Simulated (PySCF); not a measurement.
# One shape, several levels: CH4OSi (SMILES CO[SiH])

Wanted: a comparison of 6 runs (B3LYP/aug-cc-pVDZ, M06-2X/aug-cc-pVDZ, PBE/aug-cc-pVDZ, SVWN5/aug-cc-pVDZ, revPBE/aug-cc-pVDZ, wB97X/aug-cc-pVDZ) of CH4OSi. 

The results are computed with PySCF 2.14.0.

1 further run of the same task is left out (set aside as unsound or not needed).

## 1. The structure to begin with

CH4OSi has 7 atoms, charge 0, and is taken as a singlet. SMILES: `CO[SiH]`. The shape is that of a PBE0-D4/def2-TZVP optimisation. This is one conformer, not always the lowest.

Bond lengths: C1–O2 1.410 Å, O2–Si3 1.639 Å, C1–H4 1.092 Å, C1–H5 1.095 Å, C1–H6 1.092 Å, Si3–H7 1.552 Å. Angles: C1–O2–Si3 130.6°, O2–C1–H4 109.2°, O2–C1–H5 110.9°, O2–C1–H6 109.2°, O2–Si3–H7 97.1°, H4–C1–H5 109.5°, H4–C1–H6 108.5°, H5–C1–H6 109.5°.

## 2. The energy at B3LYP/aug-cc-pVDZ (run 1)

calc.py reads:

```python
from pyscf import gto, dft

system = gto.Mole()
system.atom = '''
C     -0.968296     0.917462    -0.639672
O     -0.837527    -0.843763     1.356067
Si     1.505923    -2.621617     2.324174
H     -2.449841     0.341662    -1.956811
H      0.838660     1.034625    -1.641605
H     -1.453766     2.773173     0.123588
H      3.480309    -1.730233     0.347899
'''
system.basis = 'aug-cc-pvdz'
system.max_memory = 1860
system.unit = 'bohr'
system.verbose = 3
system.build()

calc0 = dft.RKS(system)
calc0.xc = 'b3lyp'
calc0.conv_tol = 1e-10
calc0.grids.level = 5
calc0.kernel()
if not calc0.converged:
    calc0 = calc0.newton().run(calc0.mo_coeff, calc0.mo_occ)

e_tot = calc0.e_tot
print('E = %.10f Eh' % e_tot)
```

Launch:

```sh
OMP_NUM_THREADS=1 python calc.py
```

Standard output:

```text
converged SCF energy = -405.233312341677
E = -405.2333123417 Eh
```

Run time: 21 s. Hardware: 1 thread of Intel Xeon at 2.70GHz, shared host; peak memory 0.56 GiB.

## 3. The energy at M06-2X/aug-cc-pVDZ (run 2)

run.py reads:

```python
from pyscf import gto, dft

mol = gto.M(
    atom='''
C   -0.512400   0.485500  -0.338500
O   -0.443200  -0.446500   0.717600
Si   0.796900  -1.387300   1.229900
H   -1.296400   0.180800  -1.035500
H    0.443800   0.547500  -0.868700
H   -0.769300   1.467500   0.065400
H    1.841700  -0.915600   0.184100
''',
    verbose=3,
    basis='aug-cc-pvdz',
    max_memory=1860,
)

mf = dft.RKS(mol, xc='m06-2x')
mf.conv_tol = 1e-10
mf.grids.level = 5
mf.kernel()
if not mf.converged:
    mf = mf.newton().run(mf.mo_coeff, mf.mo_occ)

e_tot = mf.e_tot
print(f'total energy: {e_tot:.8f} hartree')
```

Launch:

```sh
OMP_NUM_THREADS=1 python run.py
```

Standard output:

```text
converged SCF energy = -405.138264471176
total energy: -405.13826447 hartree
```

It took 34 s on 1 thread of Intel Xeon at 2.70GHz, shared host; peak memory 0.62 GiB.

## 4. The energy at PBE/aug-cc-pVDZ (run 3)

calc.py reads:

```python
from pyscf import gto, dft

mol = gto.M(
    atom='''
C       -0.512400       0.485500      -0.338500
O       -0.443200      -0.446500       0.717600
Si       0.796900      -1.387300       1.229900
H       -1.296400       0.180800      -1.035500
H        0.443800       0.547500      -0.868700
H       -0.769300       1.467500       0.065400
H        1.841700      -0.915600       0.184100
''',
    verbose=4,
    charge=0,
    basis='aug-cc-pvdz',
    max_memory=1860,
)

mf = dft.RKS(mol)
mf.xc = 'pbe'
mf.conv_tol = 1e-10
mf.grids.level = 5
mf.kernel()
if not mf.converged:
    mf = mf.newton().run(mf.mo_coeff, mf.mo_occ)

e_final = mf.e_tot
print('E = %.10f Eh' % e_final)
```

Launch:

```sh
OMP_NUM_THREADS=1 python calc.py
```

Standard output:

```text
PySCF version 2.14.0

[... 80 lines left out ...]
converged SCF energy = -404.921070824588
E = -404.9210708246 Eh
```

Run time: 22 s. Hardware: 1 thread of Intel Xeon at 2.70GHz, shared host; peak memory 0.56 GiB.

Runs 4 to 5 aren't shown in full; the table further down has their settings and results.

## 5. A single-point energy at wB97X/aug-cc-pVDZ (run 6)

input.py reads:

```python
from pyscf import gto, dft

mol = gto.M(
    atom='''
C     -0.968296     0.917462    -0.639672
O     -0.837527    -0.843763     1.356067
Si     1.505923    -2.621617     2.324174
H     -2.449841     0.341662    -1.956811
H      0.838660     1.034625    -1.641605
H     -1.453766     2.773173     0.123588
H      3.480309    -1.730233     0.347899
''',
    spin=0,
    basis='aug-cc-pvdz',
    max_memory=1860,
    unit='bohr',
    verbose=3,
)

mf = dft.RKS(mol, xc='wb97x')
mf.conv_tol = 1e-10
mf.grids.level = 5
mf.kernel()
if not mf.converged:
    mf = mf.newton().run(mf.mo_coeff, mf.mo_occ)

e_tot = mf.e_tot
print(f'total energy: {e_tot:.8f} hartree')
```

Launch:

```sh
OMP_NUM_THREADS=1 python input.py
```

Standard output:

```text
converged SCF energy = -405.169827810918
total energy: -405.16982781 hartree
```

It took 35 s on 1 thread of Intel Xeon at 2.70GHz, shared host; peak memory 0.56 GiB.

## 6. The series

```tsv
run	level	energy (Eh)	dipole moment (D)	HOMO energy (eV)	LUMO energy (eV)	wall time
1	B3LYP/aug-cc-pVDZ	-405.233312	1.62	-6.39	-2.24	21 s
2	M06-2X/aug-cc-pVDZ	-405.138264	1.57	-7.55	-1.21	34 s
3	PBE/aug-cc-pVDZ	-404.921071	1.72	-5.49	-2.88	22 s
4	SVWN5/aug-cc-pVDZ	-403.125384	1.76	-5.53	-3.04	12 s
5	revPBE/aug-cc-pVDZ	-405.112553	1.72	-5.47	-2.82	20 s
6	wB97X/aug-cc-pVDZ	-405.169828	1.75	-8.86	-0.01	35 s
```

## 7. Summary of results

```
            quantity          value
 run 6: total energy  -405.16983 Eh
run 6: dipole moment         1.75 D
  run 6: HOMO energy       -8.86 eV
  run 6: LUMO energy       -0.01 eV
run 6: HOMO–LUMO gap        8.85 eV
```

The dipole moment (its size) runs from 1.57 D (M06-2X/aug-cc-pVDZ) to 1.76 D (SVWN5/aug-cc-pVDZ). The HOMO–LUMO gap runs from 2.50 eV (SVWN5/aug-cc-pVDZ) to 8.85 eV (wB97X/aug-cc-pVDZ). Totals of different functionals can't be ranked against each other. All runs together took 2.4 min, the longest 35 s.
